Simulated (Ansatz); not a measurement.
# C3H2F with multiplicity 2: molecular dynamics

The plan is to follow the molecule's vibrations and see whether its bonds hold. The start is relaxed first. Runs: 300 steps of 0.5 fs under a Langevin thermostat at 700 K. SMILES of the start: [CH]=C=CF.

All numbers below are computed with Ansatz 0.2.0 (UKS B3LYP-D4/STO-3G).

## 1. Starting point

Bond lengths: C1–C2 1.217 Å, C2–C3 1.357 Å, C3–F4 1.343 Å, C1–H5 1.048 Å, C3–H6 1.077 Å. Angles: C1–C2–C3 178.9°, C2–C1–H5 178.4°, C2–C3–F4 120.8°, C2–C3–H6 125.2°, F4–C3–H6 114.0°.

Structure file:

```xyz
6

C    -0.5437    1.1718   -0.8264
C    -0.0829    0.2709   -0.1495
C     0.4096   -0.7486    0.5980
F    -0.0524   -2.0000    0.4450
H    -0.9146    1.9618   -1.4073
H     1.1841   -0.6558    1.3402
```

## 2. Preparing the start

The input, input.yaml:

```yaml
crystal:
  periodic: [false, false, false]
  atoms:
    - { symbol: C, position_ang: [-0.54373, 1.1718, -0.82644] }
    - { symbol: C, position_ang: [-0.0829, 0.27093, -0.14955] }
    - { symbol: C, position_ang: [0.40962, -0.74864, 0.59804] }
    - { symbol: F, position_ang: [-0.05245, -2.00003, 0.44503] }
    - { symbol: H, position_ang: [-0.91458, 1.96178, -1.40726] }
    - { symbol: H, position_ang: [1.18405, -0.65583, 1.34018] }
magnetization:
  spin_polarized: true
  initial_magnetization: 1
basis:
  gaussian: { orbitals: STO-3G }
hamiltonian:
  xc: b3lyp
  dispersion: d4
relax:
  f_tol: 0.02
  max_steps: 40
```

On the command line:

```bash
$ ansatz run input.yaml --threads 1 --pin off --max-ram 2048MiB --backend cpu --events-out ev --progress --plain --runs-dir out
```

After this run come: The run.

What does the calculation give? Wanted: relaxation of the start; temperature, first and last step; temperature, second half; potential energy, second half; bonds formed or broken.

As calculated:

| quantity | value |
| --- | --- |
| relaxation of the start | 5 moves, 0.136 eV lower |
| length | 300 steps of 0.5 fs |
| temperature, first and last step | 583 and 672 K |
| temperature, second half | mean 581 K, from 341 to 916 K |
| potential energy, second half | +48 meV/atom from the start |
| bonds formed or broken | 0 |

Against a set 700 K the second half averages 581 K with a spread of 129 K; 48 meV/atom has gone into potential energy, and a thermostat that acts over some 100 fs has not made it up in 150 fs. The bonding pattern survives the run. 150 fs on 6 atoms is far too short and small for converged averages. The nuclei move classically, without zero-point motion, which matters most for hydrogen. The basis is very small, so the numbers are rough.
